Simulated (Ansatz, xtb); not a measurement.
## Relative energy of two isomers of CH5BO+

Structure a: the doublet with the links of `C[B][OH2+]`. Structure b: the doublet with the links of `[CH2]B[OH2+]`. Both are isolated ions in the gas phase, relaxed with B3LYP/6-31G*; the shapes shown needn't be the lowest conformers.

a (Å):

```xyz
8

C    -1.7327    0.9644   -0.9412
B    -0.7853    2.1390   -1.1588
O     0.0800    2.2213   -2.3392
H    -1.7273    0.1963   -1.7268
H    -1.4966    0.4859    0.0212
H    -2.7588    1.3449   -0.8268
H     0.1157    1.5454   -3.0630
H     0.6918    2.9778   -2.4806
```

b (Å):

```xyz
8

C    -2.1486    1.2189   -1.0532
B    -0.6570    1.1499   -1.2239
O    -0.0573    1.9788   -2.3059
H    -2.8302    1.8223   -1.6517
H    -2.6317    0.6310   -0.2761
H     0.1771    0.5448   -0.6491
H    -0.5655    2.5618   -2.9097
H     0.9079    1.9863   -2.4779
```

Quicker runs give these differences E(b) − E(a): GFN2-xTB −55.6 kJ/mol; HF/STO-3G −71.1 kJ/mol (at GFN2-xTB geometries); r2SCAN-D4/def2-SVP −49.7 kJ/mol (at GFN2-xTB geometries).

Question: Estimate E(b) − E(a) at the level CCSD(T)/def2-SVP + ΔMP2/def2-TZVPP.

Answer: Calculated at CCSD(T)/def2-SVP + ΔMP2/def2-TZVPP: E(b) − E(a) = −60.9 kJ/mol, so structure b lies lower.

The same difference at several levels:

```json
{"level": "GFN2-xTB", "geometry": "GFN2-xTB", "E(b) − E(a) (kJ/mol)": "−55.6", "departure from the last row (kJ/mol)": "+5.3", "job, with rough time for the two": "optimisation, 0.17 s"}
{"level": "HF/STO-3G", "geometry": "GFN2-xTB", "E(b) − E(a) (kJ/mol)": "−71.1", "departure from the last row (kJ/mol)": "−10.2", "job, with rough time for the two": "single point, 0.24 s"}
{"level": "r2SCAN-D4/def2-SVP", "geometry": "GFN2-xTB", "E(b) − E(a) (kJ/mol)": "−49.7", "departure from the last row (kJ/mol)": "+11.2", "job, with rough time for the two": "single point, 2.6 s"}
{"level": "B3LYP/6-31G*", "geometry": "B3LYP/6-31G*", "E(b) − E(a) (kJ/mol)": "−65.1", "departure from the last row (kJ/mol)": "−4.3", "job, with rough time for the two": "optimisation, 25 s"}
{"level": "HF/def2-SVP", "geometry": "B3LYP/6-31G*", "E(b) − E(a) (kJ/mol)": "−73.5", "departure from the last row (kJ/mol)": "−12.6", "job, with rough time for the two": "part of the CCSD(T) run"}
{"level": "MP2/def2-SVP", "geometry": "B3LYP/6-31G*", "E(b) − E(a) (kJ/mol)": "−50.3", "departure from the last row (kJ/mol)": "+10.6", "job, with rough time for the two": "part of the CCSD(T) run"}
{"level": "CCSD(T)/def2-SVP", "geometry": "B3LYP/6-31G*", "E(b) − E(a) (kJ/mol)": "−59.3", "departure from the last row (kJ/mol)": "+1.5", "job, with rough time for the two": "single point"}
{"level": "CCSD(T)/def2-SVP + ΔMP2/def2-TZVPP", "geometry": "B3LYP/6-31G*", "E(b) − E(a) (kJ/mol)": "−60.9", "departure from the last row (kJ/mol)": "", "job, with rough time for the two": "single point, 17 s"}
```

As drawn, b has 1 B–H in place of 1 C–H.

The levels shown agree on the order. The largest departure from CCSD(T)/def2-SVP + ΔMP2/def2-TZVPP is that of HF/def2-SVP, 12.6 kJ/mol. The last row adds to CCSD(T) the change of the MP2 difference between the two basis sets, here −1.5 kJ/mol.

With harmonic frequencies from B3LYP/6-31G* (ideal gas, rigid rotor, one conformer each, 298.15 K, 1 atm): the zero-point term adds −1.9 kJ/mol; ΔH is −63.3 and ΔG −60.9 kJ/mol.

Open shells are spin-unrestricted. The correlated steps freeze 3 core orbitals. Codes used: Ansatz 0.2.0, xtb 6.7.1; the last row on 1 thread of Intel(R) Xeon(R) 6975P-C (Granite Rapids) on a shared host.
